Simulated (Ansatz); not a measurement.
The same path of AlH4N + H2 (8 atoms, charge 0, multiplicity 1) was run twice with different band settings. Lost on the way: H7–H8. Made: Al1–H7, N2–H8.

All numbers below come from RKS BLYP/6-31G* in Ansatz.

Relaxed end points:

```xyz
8
Properties=species:S:1:pos:R:3
Al 0.111 -0.852 0.082
N 0.014 -0.121 1.719
H -0.847 0.001 2.253
H 0.817 0.181 2.273
H 1.558 -0.996 -0.572
H -1.258 -1.296 -0.604
H -0.457 3.472 1.705
H -0.353 2.735 1.611
```

```xyz
8
Properties=species:S:1:pos:R:3
Al 0.063 0.391 -0.035
N -0.158 0.390 2.063
H -0.360 -0.553 2.421
H 0.696 0.720 2.532
H 1.328 -0.601 -0.161
H -1.383 -0.191 -0.448
H 0.326 1.965 -0.266
H -0.928 1.003 2.362
```

Common settings: movable images 7; climbing image yes; spring 5.0 eV/Å²; optimiser quadratic models (default); start path through a guess of the saddle point; iteration limit 60; end points relaxed.

| run | force threshold |
| --- | --- |
| 1 | 0.05 eV/Å |
| 2 | 0.5 eV/Å |

What does each run give, and how far can it be trusted?

Run 1: converged after 10 iterations, highest image 1.000 eV above the first end. A vibrational analysis at the climbing image gives one clearly imaginary mode, 1239i cm⁻¹: a first-order saddle point.
Run 2: converged after 9 iterations, highest image 1.003 eV above the first end. The threshold of 0.5 eV/Å is loose, so the images may lie well off the minimum-energy path. Another band between the same ends (7 images) ends at a top of the same energy, where a vibrational analysis finds 1 clearly imaginary mode.
The orbitals stay closed-shell, which can raise the energy where a bond breaks towards radicals; this wasn't checked here.
